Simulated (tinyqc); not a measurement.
Worked calculation: UKS/BP86 in the sto-3g basis, for H2O, spin multiplicity 3. One step of it, computed by the program tinyqc.

Question. Iteration 1: building the Kohn-Sham matrix. J_ij = sum D_kl (ij|kl) with D = D(alpha) + D(beta); F = H + J + V_xc; E = tr D H + tr D J / 2 + E_xc + E_nn.

D(alpha) at the start:
```
            1O 1s      1O 2s    1O 2px     1O 2py     1O 2pz      2H 1s      3H 1s
1O 1s    1.044988  -0.191935  0.000000   0.000000   0.025889  -0.051760  -0.051760
1O 2s   -0.191935   0.832520  0.000000   0.000000  -0.095788   0.156295   0.156295
1O 2px   0.000000   0.000000  1.000000   0.000000   0.000000   0.000000   0.000000
1O 2py   0.000000   0.000000  0.000000   1.086060   0.000000  -0.225201   0.225201
1O 2pz   0.025889  -0.095788  0.000000   0.000000   0.960798   0.052664   0.052664
2H 1s   -0.051760   0.156295  0.000000  -0.225201   0.052664   0.624158  -0.554451
3H 1s   -0.051760   0.156295  0.000000   0.225201   0.052664  -0.554451   0.624158
```

D(beta) at the start:
```
            1O 1s      1O 2s    1O 2px     1O 2py     1O 2pz      2H 1s      3H 1s
1O 1s    1.044988  -0.191935  0.000000   0.000000   0.025889  -0.051760  -0.051760
1O 2s   -0.191935   0.832520  0.000000   0.000000  -0.095788   0.156295   0.156295
1O 2px   0.000000   0.000000  0.000000   0.000000   0.000000   0.000000   0.000000
1O 2py   0.000000   0.000000  0.000000   0.892421   0.000000   0.108782  -0.108782
1O 2pz   0.025889  -0.095788  0.000000   0.000000   0.960798   0.052664   0.052664
2H 1s   -0.051760   0.156295  0.000000   0.108782   0.052664   0.048114   0.021593
3H 1s   -0.051760   0.156295  0.000000  -0.108782   0.052664   0.021593   0.048114
```

core Hamiltonian H = T + V (hartree):
```
             1O 1s      1O 2s     1O 2px     1O 2py     1O 2pz      2H 1s      3H 1s
1O 1s   -32.380254  -7.532169   0.000000   0.000000  -0.008680  -0.639340  -0.639340
1O 2s    -7.532169  -9.008316   0.000000   0.000000  -0.108982  -1.705559  -1.705559
1O 2px    0.000000   0.000000  -7.182498   0.000000   0.000000   0.000000   0.000000
1O 2py    0.000000   0.000000   0.000000  -7.246764   0.000000  -1.102657   1.102657
1O 2pz   -0.008680  -0.108982   0.000000   0.000000  -7.215767  -0.812108  -0.812108
2H 1s    -0.639340  -1.705559   0.000000  -1.102657  -0.812108  -3.741902  -0.411919
3H 1s    -0.639340  -1.705559   0.000000   1.102657  -0.812108  -0.411919  -3.741902
```

Two-electron integrals (ij|kl) in chemists' order, unique and non-zero (hartree):
```
(11|11) 4.785065    (21|11) 0.741380    (21|21) 0.136873    (22|11) 1.118947
(22|21) 0.256633    (22|22) 0.817206    (31|31) 0.024477    (32|31) 0.037809
(32|32) 0.180518    (33|11) 1.115814    (33|21) 0.256684    (33|22) 0.817023
(33|33) 0.880159    (41|41) 0.024477    (42|41) 0.037809    (42|42) 0.180518
(43|43) 0.047444    (44|11) 1.115814    (44|21) 0.256684    (44|22) 0.817023
(44|33) 0.785270    (44|44) 0.880159    (51|51) 0.024477    (52|51) 0.037809
(52|52) 0.180518    (53|53) 0.047444    (54|54) 0.047444    (55|11) 1.115814
(55|21) 0.256684    (55|22) 0.817023    (55|33) 0.785270    (55|44) 0.785270
(55|55) 0.880159    (61|11) 0.063011    (61|21) 0.011549    (61|22) 0.021566
(61|33) 0.021529    (61|41) 0.000402    (61|42) 0.000765    (61|44) 0.021605
(61|51) 0.000289    (61|52) 0.000550    (61|54) 0.000055    (61|55) 0.021568
(61|61) 0.000985    (62|11) 0.183485    (62|21) 0.042745    (62|22) 0.154738
(62|33) 0.151971    (62|41) 0.002558    (62|42) 0.021272    (62|44) 0.157336
(62|51) 0.001841    (62|52) 0.015305    (62|54) 0.003860    (62|55) 0.154749
(62|61) 0.003681    (62|62) 0.039318    (63|31) 0.004083    (63|32) 0.025159
(63|43) 0.004192    (63|53) 0.003016    (63|63) 0.005089    (64|11) 0.118350
(64|21) 0.027891    (64|22) 0.107936    (64|33) 0.103335    (64|41) 0.005501
(64|42) 0.038749    (64|44) 0.115206    (64|51) 0.001020    (64|52) 0.009778
(64|54) 0.005525    (64|55) 0.105141    (64|61) 0.002483    (64|62) 0.033439
(64|64) 0.033246    (65|11) 0.085153    (65|21) 0.020068    (65|22) 0.077660
(65|33) 0.074350    (65|41) 0.001020    (65|42) 0.009778    (65|44) 0.076859
(65|51) 0.004817    (65|52) 0.032194    (65|54) 0.005997    (65|55) 0.081681
(65|61) 0.001787    (65|62) 0.024059    (65|64) 0.020259    (65|65) 0.019666
(66|11) 0.379867    (66|21) 0.089855    (66|22) 0.375032    (66|33) 0.362467
(66|41) 0.005732    (66|42) 0.068003    (66|44) 0.387075    (66|51) 0.004124
(66|52) 0.048928    (66|54) 0.017705    (66|55) 0.375206    (66|61) 0.007760
(66|62) 0.131369    (66|64) 0.128170    (66|65) 0.092219    (66|66) 0.774606
(71|11) 0.063011    (71|21) 0.011549    (71|22) 0.021566    (71|33) 0.021529
(71|41) -0.000402   (71|42) -0.000765   (71|44) 0.021605    (71|51) 0.000289
(71|52) 0.000550    (71|54) -0.000055   (71|55) 0.021568    (71|61) 0.000971
(71|62) 0.003566    (71|64) 0.002245    (71|65) 0.001735    (71|66) 0.007494
(71|71) 0.000985    (72|11) 0.183485    (72|21) 0.042745    (72|22) 0.154738
(72|33) 0.151971    (72|41) -0.002558   (72|42) -0.021272   (72|44) 0.157336
(72|51) 0.001841    (72|52) 0.015305    (72|54) -0.003860   (72|55) 0.154749
(72|61) 0.003566    (72|62) 0.029816    (72|64) 0.017994    (72|65) 0.017680
(72|66) 0.077878    (72|71) 0.003681    (72|72) 0.039318    (73|31) 0.004083
(73|32) 0.025159    (73|43) -0.004192   (73|53) 0.003016    (73|63) 0.003676
(73|73) 0.005089    (74|11) -0.118350   (74|21) -0.027891   (74|22) -0.107936
(74|33) -0.103335   (74|41) 0.005501    (74|42) 0.038749    (74|44) -0.115206
(74|51) -0.001020   (74|52) -0.009778   (74|54) 0.005525    (74|55) -0.105141
(74|61) -0.002245   (74|62) -0.017994   (74|64) -0.007587   (74|65) -0.010521
(74|66) -0.045481   (74|71) -0.002483   (74|72) -0.033439   (74|74) 0.033246
(75|11) 0.085153    (75|21) 0.020068    (75|22) 0.077660    (75|33) 0.074350
(75|41) -0.001020   (75|42) -0.009778   (75|44) 0.076859    (75|51) 0.004817
(75|52) 0.032194    (75|54) -0.005997   (75|55) 0.081681    (75|61) 0.001735
(75|62) 0.017680    (75|64) 0.010521    (75|65) 0.014000    (75|66) 0.049847
(75|71) 0.001787    (75|72) 0.024059    (75|74) -0.020259   (75|75) 0.019666
(76|11) 0.040042    (76|21) 0.009422    (76|22) 0.037338    (76|33) 0.036495
(76|44) 0.037201    (76|51) 0.000624    (76|52) 0.006338    (76|55) 0.038278
(76|61) 0.000802    (76|62) 0.009485    (76|64) 0.007130    (76|65) 0.006582
(76|66) 0.034505    (76|71) 0.000802    (76|72) 0.009485    (76|74) -0.007130
(76|75) 0.006582    (76|76) 0.003066    (77|11) 0.379867    (77|21) 0.089855
(77|22) 0.375032    (77|33) 0.362467    (77|41) -0.005732   (77|42) -0.068003
(77|44) 0.387075    (77|51) 0.004124    (77|52) 0.048928    (77|54) -0.017705
(77|55) 0.375206    (77|61) 0.007494    (77|62) 0.077878    (77|64) 0.045481
(77|65) 0.049847    (77|66) 0.235298    (77|71) 0.007760    (77|72) 0.131369
(77|74) -0.128170   (77|75) 0.092219    (77|76) 0.034505    (77|77) 0.774606
```

nuclear repulsion = 6.35560198 hartree

V_xc(alpha) (hartree):
```
            1O 1s      1O 2s     1O 2px     1O 2py     1O 2pz      2H 1s      3H 1s
1O 1s   -3.038531  -0.428181   0.000000   0.000000   0.001269  -0.036728  -0.036728
1O 2s   -0.428181  -0.832509   0.000000   0.000000   0.004956  -0.147052  -0.147052
1O 2px   0.000000   0.000000  -0.824021   0.000000   0.000000   0.000000   0.000000
1O 2py   0.000000   0.000000   0.000000  -0.838167   0.000000  -0.102945   0.102945
1O 2pz   0.001269   0.004956   0.000000   0.000000  -0.827850  -0.073597  -0.073597
2H 1s   -0.036728  -0.147052   0.000000  -0.102945  -0.073597  -0.456839  -0.032244
3H 1s   -0.036728  -0.147052   0.000000   0.102945  -0.073597  -0.032244  -0.456839
```

V_xc(beta) (hartree):
```
            1O 1s      1O 2s     1O 2px     1O 2py     1O 2pz      2H 1s      3H 1s
1O 1s   -3.018852  -0.413339   0.000000   0.000000   0.001444  -0.035545  -0.035545
1O 2s   -0.413339  -0.760815   0.000000   0.000000   0.005513  -0.133638  -0.133638
1O 2px   0.000000   0.000000  -0.677908   0.000000   0.000000   0.000000   0.000000
1O 2py   0.000000   0.000000   0.000000  -0.797659   0.000000  -0.093060   0.093060
1O 2pz   0.001444   0.005513   0.000000   0.000000  -0.797576  -0.066736  -0.066736
2H 1s   -0.035545  -0.133638   0.000000  -0.093060  -0.066736  -0.331457  -0.028231
3H 1s   -0.035545  -0.133638   0.000000   0.093060  -0.066736  -0.028231  -0.331457
```

E_xc = sum of w rho eps_xc = -9.39139378 hartree

Give: Coulomb J; F(alpha); F(beta); total energy of this density.

Answer.

Coulomb J (hartree):
```
         1O 1s  1O 2s  1O 2px  1O 2py  1O 2pz  2H 1s   3H 1s
1O 1s   17.414  3.284   0.000   0.000  -0.003  0.277   0.277
1O 2s    3.284  8.137   0.000   0.000   0.022  1.532   1.532
1O 2px   0.000  0.000   8.051   0.000   0.000  0.000   0.000
1O 2py   0.000  0.000   0.000   8.178   0.000  1.073  -1.073
1O 2pz  -0.003  0.022   0.000   0.000   8.159  0.777   0.777
2H 1s    0.277  1.532   0.000   1.073   0.777  3.940   0.374
3H 1s    0.277  1.532   0.000  -1.073   0.777  0.374   3.940
```

F(alpha) (hartree):
```
          1O 1s   1O 2s  1O 2px  1O 2py  1O 2pz   2H 1s   3H 1s
1O 1s   -18.004  -4.676   0.000   0.000  -0.011  -0.399  -0.399
1O 2s    -4.676  -1.704   0.000   0.000  -0.082  -0.320  -0.320
1O 2px    0.000   0.000   0.044   0.000   0.000   0.000   0.000
1O 2py    0.000   0.000   0.000   0.093   0.000  -0.133   0.133
1O 2pz   -0.011  -0.082   0.000   0.000   0.116  -0.109  -0.109
2H 1s    -0.399  -0.320   0.000  -0.133  -0.109  -0.259  -0.070
3H 1s    -0.399  -0.320   0.000   0.133  -0.109  -0.070  -0.259
```

F(beta) (hartree):
```
          1O 1s   1O 2s  1O 2px  1O 2py  1O 2pz   2H 1s   3H 1s
1O 1s   -17.985  -4.661   0.000   0.000  -0.011  -0.397  -0.397
1O 2s    -4.661  -1.632   0.000   0.000  -0.082  -0.307  -0.307
1O 2px    0.000   0.000   0.190   0.000   0.000   0.000   0.000
1O 2py    0.000   0.000   0.000   0.134   0.000  -0.123   0.123
1O 2pz   -0.011  -0.082   0.000   0.000   0.146  -0.102  -0.102
2H 1s    -0.397  -0.307   0.000  -0.123  -0.102  -0.134  -0.066
3H 1s    -0.397  -0.307   0.000   0.123  -0.102  -0.066  -0.134
```

total energy of this density = -74.63403 hartree
